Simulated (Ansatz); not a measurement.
A made-up structure of Al2BH5, closed shell:

```
atom    x (Å)    y (Å)    z (Å)
  B1  -0.6950   1.3654  -1.3647
 Al2   0.7608   0.3846  -0.2033
 Al3   0.1323  -1.5412   1.4186
  H4  -1.0266   0.9758  -2.4513
  H5  -1.3055   2.3206  -0.9681
  H6   2.2945   0.8273  -0.3160
  H7   0.1054  -3.0655   0.9456
  H8  -0.1574   0.5353  -1.9516
```

It is relaxed with PBE-D4/def2-SVP and then PBE0-D4/def2-TZVP (Ansatz 0.2.0). Atoms count as bonded within 1.22 times the sum of their covalent radii (H–H: 0.88 Å). The end point is not checked to be a true minimum.

Does its bonding change? (Judge from chemistry; the calculation decides.)

By the calculation: Yes. Formed: B1–Al3, Al2–H5, Al3–H4; broken: none.

Where it ends: The first stage lowers the energy by 3.70 eV in 25 steps. It ends as Al₂BH₅ ([H]1[AlH]2[AlH]3[H][BH]123):
B1  (-0.324, 0.516, -1.327)
Al2  (1.235, 0.724, 0.141)
Al3  (-0.296, -1.058, 0.142)
H4  (-1.380, 0.124, -0.726)
H5  (-0.100, 1.618, -0.722)
H6  (2.534, 1.611, 0.039)
H7  (-0.976, -2.476, 0.032)
H8  (-0.584, 0.743, -2.471)
(Å)

Labels in which every atom is bracketed show which atoms are joined, not bond orders.

For scale, one of the runs: PBE0-D4/def2-TZVP relaxation, 135 basis functions, launched by `ansatz run in.yaml --threads 2 --pin off --events-out ev --progress --plain --max-ram 4352MiB`. Hardware: 2 CPU threads of an Intel Xeon Platinum 8488C, shared host. Wall time about 12 s.
